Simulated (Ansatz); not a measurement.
**C4H10S2: a ladder of functionals**

The task here is to estimate one member of a computed series from the others.

Computed with Ansatz 0.2.0, Gaussian basis. Level: functionals in def2-TZVPP.

Levels to be run: LDA (SPW92), PBE-D4, revPBE-D4, BLYP-D4, r2SCAN-D4, B97M-V, PBE0-D4, B3LYP-D4, r2SCANh-D4, r2SCAN0-D4, HSE06-D4, BHLYP-D4, CAM-B3LYP-D4, LC-ωPBE, ωB97X-V, ωB97M-V, B2PLYP.

**Structure used throughout**

All runs share one geometry, relaxed beforehand with PBE0-D4 in a triple-zeta def2 set.

16 atoms, charge 0, spin multiplicity 1.

Atoms are counted from 1 here; the program's logs count them from 0.

Bond lengths: S1–C2 1.811 Å, S1–H7 1.343 Å, C2–C3 1.517 Å, C2–H8 1.091 Å, C2–H9 1.094 Å, C3–C4 1.523 Å, C3–H10 1.094 Å, C3–H11 1.093 Å, C4–C5 1.521 Å, C4–H12 1.097 Å, C4–H13 1.095 Å, C5–S6 1.813 Å, C5–H14 1.091 Å, C5–H15 1.093 Å, S6–H16 1.343 Å. Angles: C2–S1–H7 96.6°, S1–C2–C3 113.8°, S1–C2–H8 108.6°, S1–C2–H9 104.4°, C3–C2–H8 111.7°, C3–C2–H9 110.7°, H8–C2–H9 107.1°, C2–C3–C4 113.5°, C2–C3–H10 109.0°, C2–C3–H11 108.9°, C4–C3–H10 109.3°, C4–C3–H11 109.2°, H10–C3–H11 106.7°, C3–C4–C5 115.7°, C3–C4–H12 109.5°, C3–C4–H13 108.7°, C5–C4–H12 107.6°, C5–C4–H13 108.8° and more.

Set-up of the first run:

Input file in.yaml:

```yaml
crystal:
  periodic: [false, false, false]
  atoms:
    - {symbol: S, position_ang: [-1.299516, -2.912968, 0.432683]}
    - {symbol: C, position_ang: [-0.439706, -1.348441, 0.737396]}
    - {symbol: C, position_ang: [0.236771, -0.771111, -0.491236]}
    - {symbol: C, position_ang: [1.073670, 0.467186, -0.198889]}
    - {symbol: C, position_ang: [0.320392, 1.647753, 0.395295]}
    - {symbol: S, position_ang: [-1.102849, 2.220716, -0.570886]}
    - {symbol: H, position_ang: [-2.202757, -2.426196, -0.433528]}
    - {symbol: H, position_ang: [-1.146885, -0.643267, 1.177431]}
    - {symbol: H, position_ang: [0.297943, -1.588855, 1.509073]}
    - {symbol: H, position_ang: [-0.526668, -0.525275, -1.235227]}
    - {symbol: H, position_ang: [0.875116, -1.538449, -0.937206]}
    - {symbol: H, position_ang: [1.883438, 0.207113, 0.494703]}
    - {symbol: H, position_ang: [1.559990, 0.789648, -1.125696]}
    - {symbol: H, position_ang: [0.997702, 2.487254, 0.560156]}
    - {symbol: H, position_ang: [-0.105491, 1.395003, 1.369318]}
    - {symbol: H, position_ang: [-0.421150, 2.539887, -1.683397]}
basis:
  gaussian: {orbitals: def2-TZVPP}
hamiltonian: {xc: lda}
output: {orbitals: {seedname: orbitals}}
```

Started as:

```console
$ ansatz run in.yaml --threads 2 --pin off --events-out ev --progress --plain --max-ram 32768MiB --backend cuda --devices 0, --max-vram 18GiB
```

Steps of the session up to this table: LDA; PBE-D4 (GGA); revPBE-D4 (GGA); BLYP-D4 (GGA); r2SCAN-D4 (meta-GGA); B97M-V (meta-GGA); B3LYP-D4 (hybrid); r2SCANh-D4 (hybrid); r2SCAN0-D4 (hybrid); HSE06-D4 (hybrid); BHLYP-D4 (hybrid); CAM-B3LYP-D4 (range-separated); LC-ωPBE (range-separated); ωB97X-V (range-separated); ωB97M-V (range-separated); B2PLYP (double hybrid).

One of the session's tables, all rows but one given; the rest of the session is left out.

It belongs to the step «Orbital energies across the functionals». 

| functional | HOMO (eV) | gap (eV) |
| --- | --- | --- |
| LDA (SPW92) | -5.60 | 4.75 |
| PBE-D4 | -5.48 | 4.83 |
| revPBE-D4 | -5.43 | 4.88 |
| BLYP-D4 | -5.33 | 4.75 |
| r2SCAN-D4 | -5.74 | 5.47 |
| B97M-V | -5.85 | 5.37 |
| PBE0-D4 | -6.73 | 6.98 |
| B3LYP-D4 | ? | ? |
| r2SCANh-D4 | -6.20 | 6.25 |
| r2SCAN0-D4 | -6.90 | 7.41 |
| HSE06-D4 | -6.33 | 6.20 |
| BHLYP-D4 | -7.85 | 8.90 |
| CAM-B3LYP-D4 | -8.09 | 9.28 |
| LC-ωPBE | -9.51 | 11.98 |
| ωB97X-V | -9.14 | 11.40 |
| ωB97M-V | -8.98 | 10.93 |

**Question.** Estimate the row for B3LYP-D4.

Worked estimate for «HOMO (eV)». Against the share of exact exchange, BLYP-D4 (0, -5.33), BHLYP-D4 (0.5, -7.85) give a slope of -5.04 per unit share; at 0.2 the line stands at -6.34.

**Answer.** HOMO (eV): -6.49; gap (eV): 6.46. In «HOMO (eV)» the line misses by +0.15.
